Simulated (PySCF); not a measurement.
Peak assignment

Bonds (- single, = double, # triple, : aromatic): C1-C2 1.485 Å, C2=C3 1.338 Å, C3-F4 1.333 Å, C3-C5 1.432 Å, C5#N6 1.159 Å. C1 carries H7, H8, H9; C2 carries H10. Stereochemistry as in C/C=C(\F)C#N.

One computed conformer, no solvent model, rapidly exchanging positions averaged, non-relativistic. PBE0-D3(BJ)/def2-SVP geometry; shieldings: GIAO PBE/pcSseg-2; J: B3LYP/pcJ-1 (spin–dipole term only in couplings to heteroatoms); PySCF 2.14.0 with density-fitted response routines.

Referencing at the same level of theory: 13C (179.39 ppm), 1H (31.18 ppm) against TMS.

(1) Assign these signals to the numbered atoms. 13C{1H} NMR (computed): δ 144.9 (d, J = 318.6 Hz), 131.8 (d, J = 14.5 Hz), 119.8 (d, J = 45.6 Hz), 13.1 (d, J = 2.0 Hz).

(2) Assign these signals to the numbered atoms. 1H NMR (300 MHz, computed): δ 5.87 (dq, J = 22.9, 8.8 Hz, 1H), 1.90 (dd, J = 8.8, 4.5 Hz, 3H).

## Answers

(1) 
144.9 → C3, fully substituted alkene carbon: the olefinic region
131.8 → C2, alkene CH: the olefinic region
119.8 → C5, nitrile carbon: C≡N carbons fall here, among the sp2 signals but without a proton
13.1 → C1, allylic methyl carbon: aliphatic region, no heteroatom directly attached

(2) 
| δ (ppm) | atoms | environment | reason |
| --- | --- | --- | --- |
| 5.87 | H10 | hydrogen on an alkene CH | attached to an sp2 carbon and in the plane of the double bond |
| 1.90 | H7/H8/H9 | hydrogen on an allylic methyl carbon | allylic position |

Common functionals overestimate the size of one-bond C–F couplings by tens of Hz; these are unscaled. Multiplet labels drop couplings under 1 Hz and merge nearly equal ones. Unscaled 3J(H,H) at this level run about 10 % above measured values. Shifts are as computed, not scaled to solution data. Of 1211 compounds with measured shifts, 218 miss one by over three times the rms of a fit or turn the order of signals round; such compounds aren't used in these exercises.
